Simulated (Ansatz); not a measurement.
A made-up structure of SiHO2, doublet:

```json
{"atom": "O1", "x (Å)": "1.4120", "y (Å)": "0.5348", "z (Å)": "-0.2605"}
{"atom": "Si2", "x (Å)": "-0.0069", "y (Å)": "-0.0448", "z (Å)": "0.0204"}
{"atom": "O3", "x (Å)": "-1.1924", "y (Å)": "0.8818", "z (Å)": "-0.3850"}
{"atom": "H4", "x (Å)": "2.3241", "y (Å)": "0.8056", "z (Å)": "-0.0718"}
```

It is relaxed with PBE-D4/def2-SVP and then PBE0-D4/def2-TZVP (Ansatz 0.2.0). Atoms count as bonded within 1.22 times the sum of their covalent radii (H–H: 0.88 Å). The end point is not checked to be a true minimum.

**Question.** Does its bonding change? (Judge from chemistry; the calculation decides.)

**Answer.** By the calculation: No: no bond forms or breaks.

Where it ends: The first stage lowers the energy by 0.46 eV in 11 steps. It ends as SiHO₂ ([O][Si][OH]):
```
4
angstrom
O 1.4888 0.8581 -0.3603
Si 0.0629 0.1870 0.0630
O -1.3052 0.6701 -0.3930
H 2.2904 0.4621 -0.0065
```

Labels in which every atom is bracketed show which atoms are joined, not bond orders.

For scale, one of the runs: PBE0-D4/def2-TZVP relaxation, 105 basis functions, launched by `ansatz run in.yaml --threads 2 --pin off --events-out ev --progress --plain --max-ram 4352MiB`. The run took about 6.5 s on 2 CPU threads of an Intel Xeon Platinum 8559C (shared host).
